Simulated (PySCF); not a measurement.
Species: C₃H₆P₂.
Numbering: `[CH2:1]=[CH:2]/[CH:3]=[P:4]\[PH2:5]` (hydrogens: H6, H7 on C1; H8 on C2; H9 on C3; H10, H11 on P5)

The same species was optimised twice, with GFN2-xTB and with PBE0-D3(BJ)/def2-SVP (PySCF), and the same property calculations (PySCF, gas phase) were run on both structures.

| coordinate | GFN2-xTB | PBE0-D3(BJ)/def2-SVP | change |
| --- | --- | --- | --- |
| P4–P5 (Å) | 2.173 | 2.235 | +0.062 |
| P5–H10 (Å) | 1.393 | 1.428 | +0.035 |
| P5–H11 (Å) | 1.396 | 1.431 | +0.035 |
| C1–H6 (Å) | 1.078 | 1.094 | +0.016 |
| C1–H7 (Å) | 1.076 | 1.093 | +0.017 |
| C3–H9 (Å) | 1.084 | 1.100 | +0.016 |
| C2–C3 (Å) | 1.428 | 1.443 | +0.015 |
| C2–H8 (Å) | 1.086 | 1.097 | +0.011 |
| C1=C2 (Å) | 1.335 | 1.345 | +0.010 |
| C3=P4 (Å) | 1.689 | 1.687 | -0.002 |
| C2–C3–P4 (°) | 128.5 | 131.2 | +2.7 |
| P4–C3–H9 (°) | 115.6 | 113.5 | -2.1 |
| H10–P5–H11 (°) | 92.0 | 93.0 | +1.0 |
| P4–P5–H11 (°) | 94.2 | 95.1 | +0.9 |
| C1–C2–H8 (°) | 120.0 | 119.2 | -0.8 |
| P4–P5–H10 (°) | 92.2 | 93.0 | +0.8 |
| C2–C3–H9 (°) | 116.0 | 115.3 | -0.7 |
| C3–C2–H8 (°) | 116.6 | 117.2 | +0.6 |
| C1–C2–C3–P4 (°) | 176 | 176 | 0 |

Rotational constants: A = 5773, B = 1819, C = 1398 MHz (GFN2-xTB) against A = 5596, B = 1752, C = 1349 MHz (PBE0-D3(BJ)/def2-SVP).

On the GFN2-xTB structure: lowest triplet, Tamm–Dancoff (eV) 2.09 [B3LYP/def2-SVPD]; isotropic polarisability (au) 100.2 [B3LYP/def2-SVPD]; HOMO (eV) -6.38 [B3LYP/def2-SVPD]; LUMO (eV) -2.40 [B3LYP/def2-SVPD]; dipole (D) 1.08 [B3LYP/def2-SVPD]; HOMO (eV) -6.63 [PBE0/pcSseg-1]; LUMO (eV) -2.28 [PBE0/pcSseg-1]; dipole (D) 1.27 [PBE0/pcSseg-1]; GIAO shielding of C1 (ppm) 60.5 [PBE0/pcSseg-1]; GIAO shielding of C2 (ppm) 44.4 [PBE0/pcSseg-1]; GIAO shielding of C3 (ppm) -15.2 [PBE0/pcSseg-1]; GIAO shielding of P4 (ppm) 31.4 [PBE0/pcSseg-1]; GIAO shielding of P5 (ppm) 525.9 [PBE0/pcSseg-1].

Q: What do these properties become on the PBE0-D3(BJ)/def2-SVP structure?

A: 
```json
{"property": "lowest triplet, Tamm–Dancoff (eV)", "level": "B3LYP/def2-SVPD", "on GFN2-xTB": "2.09", "on PBE0-D3(BJ)/def2-SVP": "2.13", "change": "+0.04"}
{"property": "isotropic polarisability (au)", "level": "B3LYP/def2-SVPD", "on GFN2-xTB": "100.2", "on PBE0-D3(BJ)/def2-SVP": "102.8", "change": "+2.6"}
{"property": "HOMO (eV)", "level": "B3LYP/def2-SVPD", "on GFN2-xTB": "-6.38", "on PBE0-D3(BJ)/def2-SVP": "-6.44", "change": "-0.06"}
{"property": "LUMO (eV)", "level": "B3LYP/def2-SVPD", "on GFN2-xTB": "-2.40", "on PBE0-D3(BJ)/def2-SVP": "-2.42", "change": "-0.02"}
{"property": "dipole (D)", "level": "B3LYP/def2-SVPD", "on GFN2-xTB": "1.08", "on PBE0-D3(BJ)/def2-SVP": "1.07", "change": "-0.01"}
{"property": "energy, GFN2-xTB geometry as zero (kcal/mol)", "level": "B3LYP/def2-SVPD", "on GFN2-xTB": "0.0", "on PBE0-D3(BJ)/def2-SVP": "-2.5", "change": "-2.5"}
{"property": "HOMO (eV)", "level": "PBE0/pcSseg-1", "on GFN2-xTB": "-6.63", "on PBE0-D3(BJ)/def2-SVP": "-6.69", "change": "-0.06"}
{"property": "LUMO (eV)", "level": "PBE0/pcSseg-1", "on GFN2-xTB": "-2.28", "on PBE0-D3(BJ)/def2-SVP": "-2.31", "change": "-0.03"}
{"property": "dipole (D)", "level": "PBE0/pcSseg-1", "on GFN2-xTB": "1.27", "on PBE0-D3(BJ)/def2-SVP": "1.23", "change": "-0.04"}
{"property": "energy, GFN2-xTB geometry as zero (kcal/mol)", "level": "PBE0/pcSseg-1", "on GFN2-xTB": "0.0", "on PBE0-D3(BJ)/def2-SVP": "-1.7", "change": "-1.7"}
{"property": "GIAO shielding of C1 (ppm)", "level": "PBE0/pcSseg-1", "on GFN2-xTB": "60.5", "on PBE0-D3(BJ)/def2-SVP": "56.0", "change": "-4.5"}
{"property": "GIAO shielding of C2 (ppm)", "level": "PBE0/pcSseg-1", "on GFN2-xTB": "44.4", "on PBE0-D3(BJ)/def2-SVP": "42.0", "change": "-2.4"}
{"property": "GIAO shielding of C3 (ppm)", "level": "PBE0/pcSseg-1", "on GFN2-xTB": "-15.2", "on PBE0-D3(BJ)/def2-SVP": "-16.8", "change": "-1.6"}
{"property": "GIAO shielding of P4 (ppm)", "level": "PBE0/pcSseg-1", "on GFN2-xTB": "31.4", "on PBE0-D3(BJ)/def2-SVP": "30.4", "change": "-1.0"}
{"property": "GIAO shielding of P5 (ppm)", "level": "PBE0/pcSseg-1", "on GFN2-xTB": "525.9", "on PBE0-D3(BJ)/def2-SVP": "502.8", "change": "-23.1"}
```

The heavy atoms differ by 0.036 Å rms after alignment. Among all bonds P4–P5 changes most (+0.062 Å). Changes are differences of the printed values. Neither structure is proved a minimum here.

Shape of the structure used: `[CH2:1]=[CH:2]/[CH:3]=[P:4]\[PH2:5]`: C1–C2–C3–P4 176°, H–P5–P4–C3 175°, H–P5–P4–C3 -92°.
